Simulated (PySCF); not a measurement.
Gas-phase reaction: 4 SiCl + 4 O = Si₂O₂ + 2 SiOCl₂

Energies from PySCF, thermal terms from the rigid-rotor harmonic-oscillator model, ideal gas at 1 bar. † marks an energy on the PBE0/def2-TZVP geometry and frequencies; other levels use their own. CCSD(T) freezes the core. 6-31G* has spherical d functions here. Open shells (unrestricted): SiCl (multiplicity 2), O (multiplicity 3); the rest are closed-shell singlets. Spin-orbit splitting is ignored; it lowers the true energy and changes the entropy of SiCl, O. B3LYP is the form with VWN-RPA correlation. Si₂O₂, SiOCl₂: computed as isolated molecules; such fragments, hydroxides, amides, oligomers or adducts are transient or little studied in the gas. CCSD(T) isn't extrapolated to the basis-set limit.

```
level                ΔH°(298 K), kJ
-------------------  --------------
B3LYP/6-31G*                    [?]
CCSD(T)/def2-SVP†               [?]
CCSD(T)/def2-TZVPP†           -2810
M06-2X/def2-TZVP†             -2899
PBE0/def2-TZVP                -2806
LDA/def2-TZVP†                  [?]
ωB97M-V/def2-TZVP†            -2914
```

**Question.** What belongs in the gaps?

**Answer.** 
- B3LYP/6-31G*, ΔH°(298 K), kJ: -2671
- CCSD(T)/def2-SVP†, ΔH°(298 K), kJ: -2557
- LDA/def2-TZVP†, ΔH°(298 K), kJ: -3438
